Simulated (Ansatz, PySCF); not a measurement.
chloroform (CHCl3), SMILES ClC(Cl)Cl. Atoms are numbered in the order given.

```xyz
5

Cl     1.4573    -0.8414    -0.0811
C      0.0000     0.0000     0.4539
Cl     0.0000     1.6827    -0.0810
Cl    -1.4573    -0.8414    -0.0810
H      0.0000     0.0000     1.5486
```

Geometry optimised at PBE0-D3(BJ)/def2-SVP.

Two levels are set side by side: PBE-D3(BJ)/def2-SVP (Ansatz, an electronic-structure program) and PBE0-D3(BJ)/def2-SVP (Ansatz). Each level has its own optimised geometry; the coordinates shown are those of the second. Frequencies come from the Hessian of PySCF at each geometry. Differences are taken from unrounded values.

```tsv
quantity	PBE0-D3(BJ)
mean bond length (Å)	1.598
bond Cl1–C2 (Å)	1.766
bond C2–Cl3 (Å)	1.766
bond C2–Cl4 (Å)	1.766
bond C2–H5 (Å)	1.095
highest harmonic wavenumber (cm⁻¹)	3189
mean harmonic wavenumber (cm⁻¹)	978
zero-point energy (kcal/mol)	12.58
```

Task: What does PBE-D3(BJ) give, and how far is it from PBE0-D3(BJ)? (An estimate is asked for; the answer gives what the named calculation found.)

Result: 
```json
[
 {"quantity": "mean bond length (Å)", "PBE-D3(BJ)": "1.614", "PBE-D3(BJ) minus PBE0-D3(BJ)": "0.016"},
 {"quantity": "bond Cl1–C2 (Å)", "PBE-D3(BJ)": "1.784", "PBE-D3(BJ) minus PBE0-D3(BJ)": "0.018"},
 {"quantity": "bond C2–Cl3 (Å)", "PBE-D3(BJ)": "1.784", "PBE-D3(BJ) minus PBE0-D3(BJ)": "0.018"},
 {"quantity": "bond C2–Cl4 (Å)", "PBE-D3(BJ)": "1.784", "PBE-D3(BJ) minus PBE0-D3(BJ)": "0.018"},
 {"quantity": "bond C2–H5 (Å)", "PBE-D3(BJ)": "1.103", "PBE-D3(BJ) minus PBE0-D3(BJ)": "0.008"},
 {"quantity": "highest harmonic wavenumber (cm⁻¹)", "PBE-D3(BJ)": "3090", "PBE-D3(BJ) minus PBE0-D3(BJ)": "-98"},
 {"quantity": "mean harmonic wavenumber (cm⁻¹)", "PBE-D3(BJ)": "932", "PBE-D3(BJ) minus PBE0-D3(BJ)": "-46"},
 {"quantity": "zero-point energy (kcal/mol)", "PBE-D3(BJ)": "11.99", "PBE-D3(BJ) minus PBE0-D3(BJ)": "-0.60"}
]
```

Exact exchange shortens and stiffens bonds; PBE has none. Differences between two approximate levels are no errors against the true value.
